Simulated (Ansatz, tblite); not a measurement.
**The cluster PdS2: one state, many levels**

Aim: run the singlet of the cluster PdS2 at one geometry on many levels, and compare frontier levels, spin and run time.

The runs use Ansatz 0.2.0, Gaussian basis; as each input shows.

Levels to be run: GFN1-xTB, GFN2-xTB, PBE-D4/def2-TZVP, r2SCAN-D4/def2-TZVP, HSE06-D4/def2-TZVP, HF/def2-TZVP, revPBE-D4/def2-TZVP, B97M-V/def2-TZVP, B3LYP-D4/def2-TZVP, PBE-D4/def2-SVP, PBE0-D4/def2-SVP, PBE0-D4/def2-TZVPD, PBE-D4/def2-TZVPD, r2SCAN-D4/def2-TZVPD, CCSD(T)/def2-TZVPP, MP2/def2-TZVP, CCSD(T)/def2-TZVPD.

4 further runs of the same task are left out: 1 that didn't finish, 3 set aside as unsound or not needed.

**1. The relaxed structure**

The geometry is that of the singlet, from an earlier relaxation (B3LYP-D4/def2-TZVP). At that level it is the lowest of the isomers that a small search found.

3 atoms, charge 0, spin multiplicity 1.

Bond lengths: Pd1–S2 2.308 Å, Pd1–S3 2.308 Å, S2–S3 2.021 Å. Angles: S2–Pd1–S3 51.9°, Pd1–S2–S3 64.0°, Pd1–S3–S2 64.0°.

Pd takes a core potential in the def2 sets. No spin-orbit coupling is included.

PBE0-D4/def2-TZVP was run before; its log isn't repeated, and its numbers join the tables.

**2. GFN1-xTB**

Tight binding, by tblite at 300 K electronic temperature and without a spin-polarisation term:

```python
tblite.interface.Calculator('GFN1-xTB', numbers, positions, charge=0, uhf=0).singlepoint()
```

Energy -321.4192 eV, HOMO -9.67 eV, LUMO -9.29 eV; 0.002 s.

**3. GFN2-xTB**

Tight binding, by tblite at 300 K electronic temperature and without a spin-polarisation term:

```python
tblite.interface.Calculator('GFN2-xTB', numbers, positions, charge=0, uhf=0).singlepoint()
```

Energy -299.0396 eV, HOMO -9.72 eV, LUMO -9.64 eV; 0.003 s.

**4. PBE-D4/def2-TZVP**

start.molden holds the orbitals of an earlier run on this state, given as this run's starting guess.

File in.yaml:

```yaml
crystal:
  periodic: [false, false, false]
  atoms:
    - {symbol: Pd, position_ang: [-1.065145, 0.586355, 0.659512]}
    - {symbol: S, position_ang: [1.137336, -0.069359, 0.448196]}
    - {symbol: S, position_ang: [-0.072191, -0.516996, -1.107717]}
basis:
  gaussian: {orbitals: def2-TZVP, initial_orbitals: start.molden}
hamiltonian: {xc: pbe, dispersion: d4}
scf: {omitted_lower_state_checks: [starts]}
output: {orbitals: {seedname: orbitals}}
```

Command:

```sh
> ansatz run in.yaml --threads 2 --pin off --events-out ev --progress --plain --max-ram 4352MiB
```

The runs that follow: r2SCAN-D4/def2-TZVP; HSE06-D4/def2-TZVP; HF/def2-TZVP; revPBE-D4/def2-TZVP; B97M-V/def2-TZVP; B3LYP-D4/def2-TZVP; PBE-D4/def2-SVP; PBE0-D4/def2-SVP; PBE0-D4/def2-TZVPD; PBE-D4/def2-TZVPD; r2SCAN-D4/def2-TZVPD; CCSD(T)/def2-TZVPP; MP2/def2-TZVP; CCSD(T)/def2-TZVPD.

Q: Predict the results of all the runs planned. Wanted: gap in def2-TZVP, named functionals and Hartree-Fock, smallest and largest; correlation energy, CCSD(T)/def2-TZVPP; correlation energy, MP2/def2-TZVP; correlation energy, CCSD(T)/def2-TZVPD; binding an atom, functionals in def2-TZVP; PBE0 total energy, smallest basis above largest.

**Answer**, as computed:

```
                                                                  quantity                                value
gap in def2-TZVP, named functionals and Hartree-Fock, smallest and largest    0.13 eV (r2SCAN-D4), 7.80 eV (HF)
                                    correlation energy, CCSD(T)/def2-TZVPP                            -28.73 eV
                                         correlation energy, MP2/def2-TZVP                            -23.35 eV
                                    correlation energy, CCSD(T)/def2-TZVPD                            -23.82 eV
                                 binding an atom, functionals in def2-TZVP  2.09 (B3LYP-D4) to 2.43 eV (PBE-D4)
                           PBE0 total energy, smallest basis above largest       8.67 eV (def2-SVP, def2-TZVPD)
```

In words: Over the named functionals and Hartree-Fock in def2-TZVP the gap runs from 0.13 eV (r2SCAN-D4) to 7.80 eV (HF); exact exchange widens it. PBE-D4, revPBE-D4 leave an empty level below a filled one, so this occupation isn't an aufbau state there; left out of the range. Notes on CCSD(T)/def2-TZVPP and its Hartree-Fock reference, which MP2 shares: restricted state is unstable towards broken spin symmetry.
